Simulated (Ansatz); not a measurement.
Two shapes of singlet C2H2.

Shape 1:

```xyz
4

C    -0.0467   -0.0164   -0.4852
C    -0.0416   -0.0157    0.7991
H    -0.0485   -0.9506   -1.0196
H    -0.0062    0.9891   -1.0037
```

Shape 2:

```xyz
4

C     0.0000    0.0000   -0.4398
C     0.0000    0.0000    0.7562
H     0.0000   -0.8723   -0.9492
H     0.0000    0.8723   -0.9492
```

Basis set: cc-pVDZ (spherical functions). Frozen core: 2 orbitals. Charge 0, multiplicity 1.

Computed with Ansatz (development build ahead of 0.2.0); each method stands on the lowest determinant of its kind that the runs found.

**Question.** Which shape is lower in energy, and by how much in each method?

**Answer.**

```
 method  E(2) − E(1) (eV)
    RHF             0.654
RHF-MP2             0.848
```

Shape 1 is lower. Caution: no unrestricted run beside it, a lower state can exist.
